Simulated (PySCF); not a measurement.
Molecule: `O=S(=O)(F)F`, F2O2S.

Atoms are numbered as in `[O:1]=[S:2](=[O:3])([F:4])[F:5]`.

Geometry PBE0-D3(BJ)/def2-SVP throughout; GIAO in PySCF 2.14.0 with density-fitted response routines, gas phase, one conformer, non-relativistic; equivalent atoms averaged; functional PBE0.

(1) How do the shifts δ (against H2O, CS2, CFCl3 at the same level) depend on the basis set? (ppm; last column core-seconds on 1 thread of an Intel Xeon 6975P-C, shared host)

(2) Which nucleus moves most, in ppm?

(3) Taking the largest basis, def2-TZVP (161 functions), as the yardstick, rank the others by their worst heavy-atom deviation.

## Answers

(1) 
```csv
basis set,functions,O1/O3,S2,F4/F5,core-s
STO-3G,29,139.4,26.0,4.3,1.8
6-31G,49,260.1,307.5,88.6,2.5
6-31G*,74,205.1,282.0,68.7,4.7
def2-SVP,74,236.4,313.7,80.2,3.2
"6-311+G(2d,p)",143,240.3,335.6,72.4,9.2
def2-TZVP,161,238.6,344.7,72.9,9.5
```

(2) S2 (sulfonyl sulfur): from 26.0 ppm with STO-3G to 344.7 ppm with def2-TZVP. The smallest spread is 84.3 ppm, at F4/F5.

(3) 6-311+G(2d,p) 9.2 ppm (143 functions), def2-SVP 31.0 ppm (74 functions), 6-31G 37.2 ppm (49 functions), 6-31G* 62.8 ppm (74 functions), STO-3G 318.8 ppm (29 functions).

A small basis that lands close on one nucleus may do so by chance; judge by the trend and by all nuclei.
